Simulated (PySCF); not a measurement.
# CH4: the cost of one run

Programs: PySCF 2.14.0, with density-fitted response routines of our own. Each step states its level of theory. These are calculated values for one molecule, in the gas phase or a continuum, unless marked as measured. Atoms count from 0, in the outputs and in this text.

## Step 1: Starting geometry

5 atoms, charge 0, multiplicity 1; geometry from: GFN2-xTB. The atoms were then displaced at random by about 0.01 Å, so the start is not that level's minimum.

Bonds of the start (Å): C0–H1 1.05, C0–H2 1.10, C0–H3 1.07, C0–H4 1.10.

## Step 2: Optimising the geometry at PBE0-D3(BJ)/def2-TZVP

Job settings and geometry (Å):

```
{"job": {"xc": "PBE0", "basis": "def2-TZVP", "d3": "d3bj", "grid": 2, "shake": 0.01, "kind": "geom"}, "charge": 0, "multiplicity": 1}
C      0.022110    -0.024980     0.000730
H      0.899700    -0.599310    -0.019020
H      0.180510     0.966050    -0.453530
H     -0.295650     0.133670     1.015120
H     -0.773100    -0.509410    -0.581190
```

On the command line:

```bash
$ OMP_NUM_THREADS=1 python probes_run.py task.json out
```

This one command runs all jobs of the session in turn.

**Question.** How long does this first job take on 1 thread of Arm Neoverse V1, shared host, and how much memory does it need?

About 3.9 s, with a peak of 0.28 GiB.
